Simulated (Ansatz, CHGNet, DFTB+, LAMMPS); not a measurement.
## How well does each level of theory give the lattice parameter a of fcc Rh?

Reference value: 3.794 Å (measured, static lattice: zero-point anharmonic expansion removed; as tabulated in Mejia-Rodriguez and Trickey (2018), arXiv:1807.09216).

```
level (code)                   value (Å)  error (%)
-----------------------------  ---------  ---------
MEAM library.meam-Rh (LAMMPS)      3.800      +0.16
GFN1-xTB (DFTB+)                   3.856      +1.63
CHGNet 0.3.0 (CHGNet)              3.847      +1.40
LDA (Ansatz)                       3.754      -1.05
PBE (Ansatz)                       3.830      +0.95
revPBE (Ansatz)                    3.847      +1.40
PBE-D3(BJ) (Ansatz)                3.795      +0.03
r²SCAN-D4 (Ansatz)                 3.788      -0.16
PBE0 (Ansatz)                      3.781      -0.34
```

Leaving aside MEAM library.meam-Rh, which can be fitted to such values or carry a doubt: Nearest, and too close to rank with a margin of 0.10 % (twice that across the reference) picked here for doubts on the reference and the settings: PBE-D3(BJ) (+0.03 %), r²SCAN-D4 (-0.16 %). GFN1-xTB (+1.63 %) lies farthest from it. Within 1 %: PBE, PBE-D3(BJ), r²SCAN-D4, PBE0. The least costly first-principles kind among them: DFT without exact exchange (PBE, PBE-D3(BJ), r²SCAN-D4).

GFN1-xTB: the method was fitted mainly to molecules. Cutoffs and k meshes differ between the levels. Ansatz's density-functional and Hartree–Fock values are scalar-relativistic unless marked +SOC, with PAW data made under PBE.

Empirical potentials (MEAM library.meam-Rh) are fitted to chosen data, which need not cover the solid at hand: agreement can be built in, and what lay outside the fit can be far off. Machine-learned potentials (CHGNet 0.3.0) are trained on DFT data, which may include these solids.

Differences are worked out from the printed values.

Ansatz is a quantum-chemistry and plane-wave program.
